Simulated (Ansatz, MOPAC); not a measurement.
Process, species as SMILES: C=CCO -> [CH]=C (C2H3) + [CH2]O (CH3O) (the C-C bond breaks)

Wanted: bond dissociation energy (enthalpy at 298 K), in kcal/mol. Terms: open shells spin-unrestricted; non-relativistic; no spin-orbit coupling; dispersion terms only where a functional's name holds one. Ab initio and DFT rows: single points at B3LYP-D3(BJ) geometries (Ansatz, an electronic-structure program), with unscaled harmonic terms from B3LYP/6-31G* (Ansatz) at its own minima. Semi-empirical rows: MOPAC heats of formation at their own minima for 298 K. A UHF reference is markedly spin-contaminated in at least one set, which strains HF and MP2.

```json
[
 {"species": "C=CCO", "coefficient": "-1", "E at HF/3-21G (Ansatz), Eh": "-190.85128", "E at B3LYP/def2-TZVPD (Ansatz), Eh": "-193.20433", "H(298 K) - E, kcal/mol": "57.28", "heat of formation at PM3 (MOPAC), kcal/mol": "-33.34"},
 {"species": "[CH]=C (C2H3)", "coefficient": "+1", "E at HF/3-21G (Ansatz), Eh": "-76.96160", "E at B3LYP/def2-TZVPD (Ansatz), Eh": "-77.93750", "H(298 K) - E, kcal/mol": "25.58", "heat of formation at PM3 (MOPAC), kcal/mol": "57.79"},
 {"species": "[CH2]O (CH3O)", "coefficient": "+1", "E at HF/3-21G (Ansatz), Eh": "-113.77252", "E at B3LYP/def2-TZVPD (Ansatz), Eh": "-115.11579", "H(298 K) - E, kcal/mol": "26.19", "heat of formation at PM3 (MOPAC), kcal/mol": "-24.95"}
]
```

Measured values: Active Thermochemical Tables 1.112 (ions: stationary electron), as tabulated in the package chemicals; CRC Handbook, as tabulated in the package chemicals; G2/97 table in ASE (Curtiss et al.); they hold spin-orbit and core effects, anharmonicity and other conformers.  Value to compare with, the measured value: 97.5 kcal/mol. 1 Eh = 627.5095 kcal/mol.

### Question
Work the quantity out at each level, and compare with the measured value.

### Answer

- HF/3-21G: the sum of coefficient times E is 0.11716 Eh, or 73.52 kcal/mol; the thermal terms add -5.51. Result: 68.0 kcal/mol. Its error against the measured value is -29.5 kcal/mol.
- B3LYP/def2-TZVPD: the sum of coefficient times E is 0.15104 Eh, or 94.78 kcal/mol; the thermal terms add -5.51. Result: 89.3 kcal/mol. Its error against the measured value is -8.2 kcal/mol.
- PM3: the sum of coefficient times heat of formation is 66.18 kcal/mol; it needs no thermal term. Its error against the measured value is -31.3 kcal/mol.
